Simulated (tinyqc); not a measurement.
Inside a calculation (part 2 of 2). Method: CIS and TDHF on RHF in the sto-3g basis, frozen core, for H2O, spin multiplicity 1. Computed by tinyqc, a small Python program that keeps every step (integrals from PySCF). Command: `OMP_NUM_THREADS=1 python tinyqc.py 28152 28153 out.jsonl` (the two numbers bound the seeds that draw the settings). One thread of a shared host (Intel(R) Xeon(R) Processor @ 2.60GHz), about 0.08 s of CPU time with the checks.

Geometry (angstrom):
```
atom       x        y       z
O     0.0000   0.0000  0.0000
H     0.0000   0.6570  0.5960
H     0.0000  -0.6660  0.6050
```

## CIS triplet states

CIS matrix A, triplet (hartree), order 2>6, 2>7, 3>6, 3>7, 4>6, 4>7, 5>6, 5>7:
$$\begin{pmatrix}
1.3652 & -0.0020 & 0.0125 & -0.0978 & -0.0594 & -0.0041 & 0.0000 & 0.0000 \\
-0.0020 & 1.4834 & -0.0978 & -0.0138 & -0.0041 & 0.0065 & 0.0000 & 0.0000 \\
0.0125 & -0.0978 & 0.7322 & 0.0032 & 0.0055 & -0.0399 & 0.0000 & 0.0000 \\
-0.0978 & -0.0138 & 0.0032 & 0.8088 & -0.0399 & -0.0057 & 0.0000 & 0.0000 \\
-0.0594 & -0.0041 & 0.0055 & -0.0399 & 0.6076 & 0.0042 & 0.0000 & 0.0000 \\
-0.0041 & 0.0065 & -0.0399 & -0.0057 & 0.0042 & 0.6663 & 0.0000 & 0.0000 \\
0.0000 & 0.0000 & 0.0000 & 0.0000 & 0.0000 & 0.0000 & 0.4839 & 0.0011 \\
0.0000 & 0.0000 & 0.0000 & 0.0000 & 0.0000 & 0.0000 & 0.0011 & 0.5746
\end{pmatrix}$$

Diagonalise A (1 hartree = 27.211386 eV); each vector has its largest component positive (the first on a tie).

triplet excitation energies (eV): [13.1675, 15.6365, 16.0909, 17.5818, 20.1241, 21.8927, 37.7035, 40.7186]

lowest vectors, order 2>6, 2>7, 3>6, 3>7, 4>6, 4>7, 5>6, 5>7:
$$\begin{pmatrix}
0.0000 & 0.0000 & 0.1029 & 0.0115 & -0.0252 & 0.1404 \\
0.0000 & 0.0000 & 0.0007 & 0.0475 & 0.1183 & 0.0261 \\
0.0000 & 0.0000 & -0.0716 & 0.4549 & 0.8769 & 0.0483 \\
0.0000 & 0.0000 & 0.2225 & 0.0535 & -0.0621 & 0.9576 \\
0.0000 & 0.0000 & 0.9643 & 0.0846 & 0.0486 & -0.2370 \\
0.0000 & 0.0000 & -0.0703 & 0.8836 & -0.4584 & -0.0634 \\
0.9999 & 0.0116 & 0.0000 & 0.0000 & 0.0000 & 0.0000 \\
-0.0116 & 0.9999 & 0.0000 & 0.0000 & 0.0000 & 0.0000
\end{pmatrix}$$

## TDHF (RPA) triplet states

Two-electron integrals over orbitals (pq|rs), unique and non-zero (hartree); the lowest 1 orbital is frozen and left out:
```
(22|22) 0.7409      (32|22) 0.0024      (32|32) 0.1486      (33|22) 0.6649
(33|32) -0.0011     (33|33) 0.6558      (42|22) 0.0188      (42|32) 6.05e-07
(42|33) 0.0072      (42|42) 0.1169      (43|22) 0.0010      (43|32) 0.0128
(43|33) 0.0007      (43|42) -0.0016     (43|43) 0.0462      (44|22) 0.6730
(44|32) -0.0010     (44|33) 0.6141      (44|42) -0.1042     (44|43) 0.0024
(44|44) 0.8062      (52|52) 0.1414      (53|52) -0.0009     (53|53) 0.0305
(54|52) -0.0502     (54|53) 0.0006      (54|54) 0.0604      (55|22) 0.7461
(55|32) -3.41e-04   (55|33) 0.6457      (55|42) -0.0654     (55|43) 0.0021
(55|44) 0.7380      (55|55) 0.8802      (62|22) 0.1486      (62|32) -0.0028
(62|33) 0.0853      (62|42) 0.0154      (62|43) 0.0027      (62|44) 0.0929
(62|55) 0.1638      (62|62) 0.1063      (63|22) -0.0096     (63|32) -0.0328
(63|33) -0.0066     (63|42) 0.0052      (63|43) -0.0233     (63|44) -0.0105
(63|55) -0.0131     (63|62) -0.0078     (63|63) 0.0628      (64|22) 0.0825
(64|32) 0.0053      (64|33) 0.0427      (64|42) -0.0336     (64|43) 0.0008
(64|44) 0.1198      (64|55) 0.1064      (64|62) 0.0572      (64|63) -0.0081
(64|64) 0.0637      (65|52) 0.0601      (65|53) -0.0020     (65|54) -0.0048
(65|65) 0.0400      (66|22) 0.6338      (66|32) -0.0125     (66|33) 0.5852
(66|42) 0.0594      (66|43) -0.0055     (66|44) 0.5566      (66|55) 0.6011
(66|62) 0.1032      (66|63) 0.0043      (66|64) 0.0405      (66|66) 0.6116
(72|22) 0.0110      (72|32) 0.0309      (72|33) 0.0055      (72|42) -1.82e-04
(72|43) -0.0375     (72|44) 0.0080      (72|55) 0.0124      (72|62) 0.0038
(72|63) 0.0370      (72|64) 0.0051      (72|66) 0.0091      (72|72) 0.0590
(73|22) 0.1198      (73|32) -0.0033     (73|33) 0.0901      (73|42) -0.0795
(73|43) 4.32e-04    (73|44) 0.1606      (73|55) 0.1810      (73|62) 0.0776
(73|63) -0.0065     (73|64) 0.0735      (73|66) 0.0354      (73|72) 0.0084
(73|73) 0.1518      (74|22) 0.0030      (74|32) -0.0808     (74|33) 0.0032
(74|42) -0.0009     (74|43) 0.0087      (74|44) 0.0062      (74|55) 0.0051
(74|62) 0.0046      (74|63) 0.0377      (74|64) -0.0017     (74|66) 0.0099
(74|72) -0.0142     (74|73) 0.0065      (74|74) 0.0714      (75|52) 0.0045
(75|53) 0.0232      (75|54) -0.0007     (75|65) 0.0012      (75|75) 0.0233
(76|22) 0.0020      (76|32) 0.0978      (76|33) -0.0032     (76|42) 0.0041
(76|43) 0.0399      (76|44) -0.0042     (76|55) -0.0011     (76|62) 0.0028
(76|63) -0.0550     (76|64) 0.0048      (76|66) -0.0121     (76|72) -0.0156
(76|73) -0.0066     (76|74) -0.0567     (76|76) 0.1092      (77|22) 0.6315
(77|32) 0.0138      (77|33) 0.6243      (77|42) -0.0065     (77|43) 0.0057
(77|44) 0.6137      (77|55) 0.6262      (77|62) 0.0704      (77|63) -0.0133
(77|64) 0.0359      (77|66) 0.5754      (77|72) 0.0035      (77|73) 0.0811
(77|74) -0.0063     (77|76) 0.0116      (77|77) 0.6284
```

B(ia,jb) = - (ib|ja); the squared energies are the eigenvalues of (A - B)(A + B); 1 hartree = 27.211386 eV.

TDHF matrix B, triplet (hartree), order 2>6, 2>7, 3>6, 3>7, 4>6, 4>7, 5>6, 5>7:
$$\begin{pmatrix}
-0.1063 & -0.0038 & 0.0078 & -0.0370 & -0.0572 & -0.0051 & 0.0000 & 0.0000 \\
-0.0038 & -0.0590 & -0.0776 & -0.0084 & -0.0046 & 0.0142 & 0.0000 & 0.0000 \\
0.0078 & -0.0776 & -0.0628 & 0.0065 & 0.0081 & -0.0735 & 0.0000 & 0.0000 \\
-0.0370 & -0.0084 & 0.0065 & -0.1518 & -0.0377 & -0.0065 & 0.0000 & 0.0000 \\
-0.0572 & -0.0046 & 0.0081 & -0.0377 & -0.0637 & 0.0017 & 0.0000 & 0.0000 \\
-0.0051 & 0.0142 & -0.0735 & -0.0065 & 0.0017 & -0.0714 & 0.0000 & 0.0000 \\
0.0000 & 0.0000 & 0.0000 & 0.0000 & 0.0000 & 0.0000 & -0.0400 & -0.0012 \\
0.0000 & 0.0000 & 0.0000 & 0.0000 & 0.0000 & 0.0000 & -0.0012 & -0.0233
\end{pmatrix}$$

squared energies w^2 (hartree^2): [0.2326, 0.3297, 0.3333, 0.3978, 0.5404, 0.6252, 1.9074, 2.2292]

TDHF energies from the positive w^2 (eV): [13.1225, 15.6236, 15.7094, 17.1629, 20.0033, 21.5163, 37.5814, 40.6282]
